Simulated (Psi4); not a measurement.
# B3LYP/def2-SVP (sweep point 1) run of [HO2]− (hydroperoxide(1-))

Wanted: the charge distribution of [HO2]− (hydroperoxide(1-)). Input form: a Python script.

The calculation is run with Psi4 1.11.

5 further runs of the same task are left out: 5 set aside as unsound or not needed.

## 1. The system as given

[HO2]−: 3 atoms, total charge -1, spin state singlet. As SMILES, `[O-]O`. The coordinates come from a GFN2-xTB relaxation.

Bond lengths: O1–O2 1.458 Å, O2–H3 0.963 Å. Angles: O1–O2–H3 100.3°.

## 2. Energy and one-electron properties at B3LYP/def2-SVP (sweep point 1)

ho2.py reads:

```python
import psi4

psi4.set_memory(1600000000)
psi4.set_num_threads(1)
psi4.core.set_output_file('run.log', False)

m = psi4.geometry("""
-1 1
O     -0.67092836     1.91482169    -0.15251980
O     -0.46194355    -0.82509222    -0.34187035
H      1.13287191    -1.08974836     0.49439015
units au
symmetry c1
""")

options = {'reference': 'rks', 'puream': True, 'scf_type': 'pk', 'dft_radial_points': 99, 'dft_spherical_points': 590}
psi4.set_options(options)

energy_value, wavefunction = psi4.energy('b3lyp/def2-SVP', return_wfn=True)
psi4.oeprop(wavefunction, 'DIPOLE', 'QUADRUPOLE', 'MULLIKEN_CHARGES', 'LOWDIN_CHARGES', title='B3LYP')
print(f'b3lyp/def2-SVP energy: {energy_value:.10f} Eh')
```

Started as:

```console
python ho2.py
```

**Question.** What will come out? Wanted: total energy; HOMO energy; LUMO energy; HOMO–LUMO gap.

Answer, from the run:

Level: B3LYP/def2-SVP (sweep point 1).

| quantity | value |
| --- | --- |
| total energy | -150.77067 Eh |
| HOMO energy | 4.06 eV |
| LUMO energy | 8.15 eV |
| HOMO–LUMO gap (to an unbound level, set by the basis) | 4.10 eV |

**Reading.** Mulliken charges run from -0.73 on O1 to +0.08 on H3. The HOMO lies at positive energy, 4.06 eV; only total energies tell whether the electron is bound.
